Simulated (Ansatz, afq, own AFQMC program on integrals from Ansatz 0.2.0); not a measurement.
## AlBH$_{2}$, singlet: AFQMC among the cluster methods

```xyz
4

B     0.0000    0.0000    1.4848
Al    0.0000    0.0000   -0.7557
H     0.0000    1.0050    2.1514
H     0.0000   -1.0050    2.1514
```

Connectivity, by distances: BH2–Al.

Basis cc-pVDZ. Noble-gas cores (and the filled d shells of Ga–Kr and In–Xe) are frozen. AFQMC by an in-house program on the Cholesky factors that Ansatz 0.2.0 writes for its CCSD(T) run. ph-AFQMC/CISD is guided by a CISD state made of CCSD amplitudes; releasing the constraint for a short imaginary time cuts its bias at the price of noise, slowly where states lie close. Free AFQMC starts from the CCSD state and is never constrained. Its projection time is finite, and what remains of the start isn't in its error. Error bars are statistical, one sigma.

Determinant: RHF, the one that the program's search chose, which needn't be the lowest solution. The geometry is a point of a scan.

No full CI on the walks' own integrals is used here; CCSDT(Q) serves as the reference and is uncertain by about the last step of the cluster series.

Cautions: higher spins were not checked; restricted determinant unstable towards unrestricted (UHF 183 meV lower, ⟨S²⟩ 0.65).

- T1 diagnostic: 0.0123
- weight of the determinant in the CISD state: 0.871
- size of the correlated space: 8 electrons in 36 orbitals

Reference: CCSDT(Q), correlation energy -4.563 eV. The released energy is read at 2.40 1/Eh (meV from the phaseless value at times in 1/Eh: 5 ± 10 at 0.24, 0 ± 8 at 0.51, 5 ± 9 at 0.99, 3 ± 8 at 1.62, 2 ± 11 at 2.40).

| level | E − E(reference) (kJ/mol) | share of correlation (%) |
| --- | --- | --- |
| HF | 440.2 | 0.00 |
| MP2 | 111.7 | 74.62 |
| CCSD | 12.4 | 97.18 |
| CCSD(T) | 2.8 | 99.36 |
| CCSDT | 0.5 | 99.88 |
| ph-AFQMC/HF | 1.8 ± 4.6 | 99.60 |
| ph-AFQMC/CISD | 0.2 ± 0.9 | 99.95 |
| released AFQMC | 0.4 ± 1.1 | 99.91 |
| free AFQMC | -0.2 ± 1.4 | 100.04 |

Free projections are given only where their last times agree within the noise and don't stop above the reference; a slow remainder of the start can still hide under it. A walk keeps the symmetry of its determinant, which the program's search chose and which needn't be the lowest solution, so a lower state of the same spin and another symmetry isn't excluded. Released energies are given only where the last usable release times agree within the noise; a slower fall can still hide under it.
